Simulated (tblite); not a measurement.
Compound: C3H4P3 (charge -1).
SMILES with atom numbers: `[CH3:1][c:2]1[p:3][p:4][cH:5][p-:6]1` (hydrogens: H7, H8, H9 on C1; H10 on C5)

Structure optimised with GFN2-xTB, isolated species.

Give the optimised bond lengths and angles.

| bond | length (bohr) | order |
| --- | --- | --- |
| C1–C2 | 2.853 | single |
| C2–P3 | 3.287 | aromatic |
| P3–P4 | 3.955 | aromatic |
| P4–C5 | 3.257 | aromatic |
| C5–P6 | 3.265 | aromatic |
| C2–P6 | 3.295 | aromatic |
| C1–H7, C1–H8, C1–H9 | 2.062 | single |
| C5–H10 | 2.050 | single |

Bonds in one row agree within 0.02 bohr and their mean is given. Orders are formal, as drawn. A selection of angles:
| angle | degrees |
| --- | --- |
| C2–C1–H7 | 110.1 |
| C2–C1–H8 | 110.8 |
| H7–C1–H8 | 109.0 |
| H7–C1–H9 | 108.5 |
| C1–C2–P3 | 119.3 |
| C1–C2–P6 | 119.0 |
| P3–C2–P6 | 121.8 |
| C2–P3–P4 | 99.1 |
| P3–P4–C5 | 98.1 |
| P4–C5–P6 | 123.7 |
| P4–C5–H10 | 117.9 |
| P6–C5–H10 | 118.4 |
| C2–P6–C5 | 97.4 |

The 6 heavy atoms lie in one plane (0.003 Å rms). C2 (substituted aromatic carbon) is planar (angles 121.8°, 119.3° and 119.0°, sum 360.0°, 0.00 Å off the plane of its three neighbours). C5 (aromatic CH carbon) is planar (angles 123.7°, 118.4° and 117.9°, sum 360.0°, 0.00 Å off the plane of its three neighbours). P4 (phosphorus bonded to C and P) is bent (angle 98.1°). The C–P distances run from 1.723 Å (P4–C5, aromatic) to 1.744 Å (C2–P6, aromatic), a spread of 0.021 Å. The 5-membered ring C2–P3–P4–C5–P6 has internal angles of 97.4° to 123.7°; it is planar, 0.00 Å rms from its mean plane, widest ring torsion 0°.

Point group: near Cs, missed by 0.29 Å at most; the miss may be what the optimiser left on a soft mode. GFN2-xTB frequencies show an imaginary mode (24i cm⁻¹), so the point is no minimum at that level.

The numbers are calculated, not measured.
